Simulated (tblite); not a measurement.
# H13N4: the cost of one run

Programs: tblite 0.8.0 and PySCF 2.14.0. All values are calculated, for the isolated system unless a continuum is named. Atoms count from 0, parts from 1.

### Step 1. Starting point

17 atoms, charge 1, multiplicity 1; geometry: rigid parts in contact. Parts: 1 = atoms 0–4, `[NH4+]`, charge 1; 2 = atoms 5–8, `N`, charge 0; 3 = atoms 9–12, `N`, charge 0; 4 = atoms 13–16, `N`, charge 0.

### Step 2. Search for minima with GFN2-xTB

What the job is given:

```
{"job": {"kind": "dock", "xc": "GFN2-xTB", "basis": "xTB"}, "charge": 1, "multiplicity": 1, "parts": [{"atoms": "0-4", "charge": 1, "multiplicity": 1}, {"atoms": "5-8", "charge": 0, "multiplicity": 1}, {"atoms": "9-12", "charge": 0, "multiplicity": 1}, {"atoms": "13-16", "charge": 0, "multiplicity": 1}]}
N      0.032440    -0.014779     0.015419
H      0.137328     1.015216    -0.221240
H      0.925184    -0.500207    -0.326706
H     -0.824356    -0.509338    -0.361879
H      0.002837    -0.081137     1.028991
N      2.414874    -1.016798    -0.652960
H      3.053628    -0.572538     0.000068
H      2.678692    -0.727354    -1.590724
H      2.567531    -2.019864    -0.595190
N      0.800949     2.546938    -0.271246
H      0.976925     2.930312     0.653270
H      0.252636     3.229525    -0.783479
H      1.694951     2.449725    -0.740944
N     -2.118698    -1.533197    -0.335693
H     -2.350557    -1.993775    -1.206631
H     -2.986283    -1.165998     0.034098
H     -1.803805    -2.242488     0.316476
```

With the program's defaults for keys left out, this is: GFN2-xTB search for minima from random contacts, gas phase.

Launch:

```console
$ OMP_NUM_THREADS=1 python cluster_run.py task.json out
```

One launch serves the whole session: the jobs run in the order shown.

Q: Estimate the wall time of this first job on 1 thread of Arm Neoverse N1, shared host.

About 14 s.
